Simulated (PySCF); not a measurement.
carbonyl sulfide (COS), SMILES O=C=S. Atoms are numbered in the order given.

```xyz
3

O      0.0000     0.0000    -1.6805
C      0.0000     0.0000    -0.5250
S      0.0000     0.0000     1.0371
```

Geometry optimised at B3LYP-D3(BJ)/def2-TZVP.

Method: B3LYP/def2-TZVPD (PySCF).

Gas-phase values at a fixed geometry.

Question: Estimate the frontier levels, gap, dipole moment and polarisability. (The exact figures need the calculation; the answer reports its results.)

Answer: 
```
Item                                                                                                            Value
---------------------------------------------------------------------------------------------  ----------------------
highest occupied level                                                                                       -8.44 eV
lowest empty level                                                                                           -1.22 eV
orbital gap                                                                                                   7.23 eV
dipole moment                                                                                                  0.79 D
quadrupole, principal values (traceless, Buckingham form, about the centre of nuclear charge)   -1.15, 0.58, 0.58 D·Å
mean static polarisability                                                                       34.4 bohr³ (5.10 Å³)
polarisability, principal values                                                               26.1, 26.1, 51.1 bohr³
```
